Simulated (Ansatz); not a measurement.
# C₂H₅NS: one species, many methods

One table from this session's results is given with a row withheld; the runs are named, their logs left out.

Computed with Ansatz 0.2.0, Gaussian basis. Level: functionals in def2-TZVPP, the program's frozen cores in correlated methods.

Plan: LDA (SPW92), PBE-D4, revPBE-D4, BLYP-D4, r2SCAN-D4, B97M-V, PBE0-D4, B3LYP-D4, r2SCANh-D4, r2SCAN0-D4, HSE06-D4, BHLYP-D4, CAM-B3LYP-D4, LC-ωPBE, ωB97X-V, ωB97M-V, B2PLYP, PBE-QIDH; CCSD(T)/def2-SVP; CCSD(T)/def2-TZVPP; MP2/def2-QZVPP; extrapolation to the limit; RPA on PBE.

## Structure used throughout

An earlier PBE0-D4 in a triple-zeta def2 set relaxation fixed the geometry.

SMILES `CSC=N`, 9 atoms, charge 0, spin multiplicity 1.

Atoms are counted from 1 here; the program's logs count them from 0.

Bond lengths: C1–S2 1.793 Å, C1–H5 1.090 Å, C1–H6 1.089 Å, C1–H7 1.089 Å, S2–C3 1.737 Å, C3–N4 1.265 Å, C3–H8 1.096 Å, N4–H9 1.018 Å. Angles: S2–C1–H5 106.6°, S2–C1–H6 110.2°, S2–C1–H7 110.2°, H5–C1–H6 110.3°, H5–C1–H7 110.3°, H6–C1–H7 109.2°, C1–S2–C3 100.4°, S2–C3–N4 123.6°, S2–C3–H8 111.0°, N4–C3–H8 125.4°, C3–N4–H9 110.8°.

The first run:

in.yaml reads:

```yaml
crystal:
  periodic: [false, false, false]
  atoms:
    - {symbol: C, position_ang: [-0.188189, 1.092012, -0.937644]}
    - {symbol: S, position_ang: [1.194456, -0.012041, -0.649517]}
    - {symbol: C, position_ang: [0.552645, -0.988780, 0.634909]}
    - {symbol: N, position_ang: [-0.603519, -0.830875, 1.123878]}
    - {symbol: H, position_ang: [0.113323, 1.765326, -1.739635]}
    - {symbol: H, position_ang: [-0.412788, 1.656627, -0.033915]}
    - {symbol: H, position_ang: [-1.068844, 0.523168, -1.232283]}
    - {symbol: H, position_ang: [1.279311, -1.744721, 0.953086]}
    - {symbol: H, position_ang: [-0.777797, -1.506915, 1.864120]}
basis:
  gaussian: {orbitals: def2-TZVPP}
hamiltonian: {xc: lda}
output: {orbitals: {seedname: orbitals}}
```

Launch:

```console
> ansatz run in.yaml --threads 2 --pin off --events-out ev --progress --plain --max-ram 4352MiB
```

Among the steps run: LDA; PBE-D4 (GGA); revPBE-D4 (GGA); BLYP-D4 (GGA); r2SCAN-D4 (meta-GGA); B97M-V (meta-GGA); B3LYP-D4 (hybrid); r2SCANh-D4 (hybrid); r2SCAN0-D4 (hybrid); HSE06-D4 (hybrid); BHLYP-D4 (hybrid); CAM-B3LYP-D4 (range-separated); LC-ωPBE (range-separated); ωB97X-V (range-separated); ωB97M-V (range-separated); B2PLYP (double hybrid); PBE-QIDH (double hybrid).

One of the session's tables, all rows but one given; the rest of the session is left out.

It belongs to the step «Frontier levels by functional». 

| functional | HOMO (eV) | gap (eV) |
| --- | --- | --- |
| LDA (SPW92) | -5.88 | 4.46 |
| PBE-D4 | -5.74 | 4.55 |
| revPBE-D4 | -5.69 | 4.59 |
| BLYP-D4 | -5.59 | 4.54 |
| r2SCAN-D4 | -5.97 | 4.96 |
| B97M-V | -6.02 | 5.13 |
| PBE0-D4 | -6.86 | 6.70 |
| B3LYP-D4 | -6.65 | 6.25 |
| r2SCANh-D4 | -6.38 | 5.76 |
| r2SCAN0-D4 | -7.01 | 6.96 |
| HSE06-D4 | -6.47 | 5.92 |
| BHLYP-D4 | -7.87 | 8.87 |
| CAM-B3LYP-D4 | -8.15 | 9.15 |
| LC-ωPBE | -9.48 | 11.65 |
| ωB97X-V | -9.13 | 11.25 |
| ωB97M-V | ? | ? |

**Question.** Estimate the row for ωB97M-V.

The run gave: HOMO (eV): -8.98; gap (eV): 11.03. In the column «HOMO (eV)» it lies between ωB97X-V (-9.13) and CAM-B3LYP-D4 (-8.15).
